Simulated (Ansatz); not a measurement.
We consider fluorite CdF2, described by r²SCAN+rVV10 (Ansatz, a first-principles code, PAW).

Numerical settings: plane-wave cutoff 500 eV, 10×10×10 k mesh, gaussian smearing 0.02 eV, scalar-relativistic PAW data made under PBE.

Cell (relaxed at this level):

```xyz
3
Lattice="0.0000 2.6826 2.6826 2.6826 0.0000 2.6826 2.6826 2.6826 0.0000" Properties=species:S:1:pos:R:3 pbc="T T T"
Cd     0.0000     0.0000     0.0000
F      1.3413     1.3413     1.3413
F      4.0239     4.0239     4.0239
```

Q: Predict the band gap.

A: 
- band gap = 3.78 eV (on the SCF k mesh)

Measured, for comparison: band gap 7.8 eV (temperature not stated, no zero-point or thermal correction, indirect W–Γ; as tabulated in Cappellini et al. (2013), arXiv:1302.2571).

Spin–orbit coupling is not included.

Computed values are for the static lattice.

The result took roughly 21 core-seconds.
